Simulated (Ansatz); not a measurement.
A nudged elastic band was laid between two geometries of FH + H6Si2 (10 atoms, charge 0, multiplicity 1).

Theory: RKS r2SCAN/6-31G* in Ansatz 0.2.0.

```yaml
movable_images: 5
climbing_image: yes
spring: 5.0 eV/Å²
optimiser: quadratic models (default)
start_path: through a guess of the saddle point
force_threshold: 0.05 eV/Å
iteration_limit: 60
end_points: relaxed
```

Initial state:

```xyz
10
Properties=species:S:1:pos:R:3
Si 0.269 -0.062 0.098
Si 0.223 -0.005 2.441
H -0.780 -0.977 2.966
H 1.546 -0.396 3.009
H -0.121 1.348 2.951
H 1.619 -0.461 -0.397
H -0.071 1.259 -0.493
H -0.701 -1.072 -0.420
F -2.487 0.641 1.202
H -2.672 -0.276 1.231
```

Final state:

```xyz
10
Properties=species:S:1:pos:R:3
Si -0.415 0.434 -0.760
Si -0.196 -0.444 3.291
H -0.195 -1.085 4.633
H 0.821 -1.103 2.428
H 0.133 0.999 3.428
H -0.071 1.264 0.423
H 0.671 0.527 -1.770
H -0.599 -0.981 -0.345
F -1.785 0.982 -1.410
H -1.540 -0.592 2.671
```

**Question.** What changes between the two ends?

**Answer.** Bonds broken: Si1–Si2, F9–H10. Bonds formed: Si1–F9, Si2–H10. FH + H6Si2 becomes FH3Si + H4Si.

**Question.** What energy profile does the band end with?

**Answer.** It converged. The highest image is number 2 of 0 to 6, 1.51 eV above the first end and 2.83 eV above the last; the last end lies 1.31 eV below the first. Neighbouring images differ by up to 2.3 eV, so the band resolves the path poorly. A vibrational analysis at the climbing image gives one clearly imaginary mode, 1022i cm⁻¹: a first-order saddle point. The orbitals stay closed-shell, which can raise the energy where a bond breaks towards radicals; this wasn't checked here.

```
image  path coordinate (Å)  energy (eV)  Si1–Si2 (Å)  F9–H10 (Å)  Si1–F9 (Å)
    0                 0.00         0.00         2.34        0.94        3.05
    1                 1.77         0.07         2.34        0.94        3.00
    2                 3.54         1.51         2.57        1.19        1.95
    3                 4.85        -0.78         3.33        1.90        1.63
    4                 6.16        -1.29         4.00        2.62        1.61
    5                 7.47        -1.31         4.08        3.32        1.61
    6                 8.78        -1.31         4.15        4.38        1.61
```

**Question.** What is the geometry of the highest image?

**Answer.** 
```xyz
10
Properties=species:S:1:pos:R:3
Si -0.277 0.036 0.036
Si -0.062 -0.013 2.592
H -1.060 -0.175 3.696
H 0.895 -1.149 2.659
H 0.637 1.284 2.784
H 1.194 0.227 0.328
H -0.573 1.233 -0.790
H -0.307 -1.289 -0.627
F -2.170 -0.077 0.484
H -1.452 -0.078 1.427
```

Time of the run: 2.8 min on 1 thread of Intel(R) Xeon(R) 6975P-C (Granite Rapids), on a shared host, peak memory 0.14 GiB.
